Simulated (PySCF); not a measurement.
C₆H₆, SMILES c1ccccc1 (connectivity only; charge and spin as stated), charge +1, multiplicity 2. Atoms are numbered in the order given.

```xyz
12

C      0.0000     0.0000    -1.3868
C      0.0000     1.2506    -0.6874
C      0.0000     1.2506     0.6874
C      0.0000     0.0000     1.3868
C      0.0000    -1.2506     0.6874
C      0.0000    -1.2506    -0.6874
H      0.0000     0.0000    -2.4822
H      0.0000     2.1849    -1.2553
H      0.0000     2.1849     1.2553
H      0.0000     0.0000     2.4822
H      0.0000    -2.1849     1.2553
H      0.0000    -2.1849    -1.2553
```
Charge +1, spin multiplicity 2.

Coordinates come from a r2SCAN-D4/def2-SVP optimisation. The multiplicity is an assumed one; no other spin state was optimised.

Method: ωB97X/def2-TZVP run with PySCF.

The molecule is in vacuum.

```
Quantity                                                           Result
------------------------------------------------  -----------------------
total energy                                           -231.92418 hartree
point group                                                           D2h
α spin, highest occupied and lowest empty level       -15.57 and -5.00 eV
β spin, highest occupied and lowest empty level       -15.61 and -8.70 eV
dipole moment about the centre of nuclear charge                   0.00 D
mean static polarisability                           60.2 bohr³ (8.92 Å³)
polarisability, principal values                   33.2, 68.9, 78.5 bohr³
⟨S²⟩                                              0.778 (pure state 0.75)
```
